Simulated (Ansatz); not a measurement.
Dissociation curve of LiH, singlet.

Level of theory: full CI/cc-pVTZ, frozen core in Ansatz (an electronic-structure program).

Q: Relative to R = 1.60 Å, what are the energies at R = 1.28, 1.46, 1.99, 5.60 Å?

A: 49.6 kJ/mol at 1.28 Å, 8.0 kJ/mol at 1.46 Å, 29.0 kJ/mol at 1.99 Å, 235.5 kJ/mol at 5.60 Å.
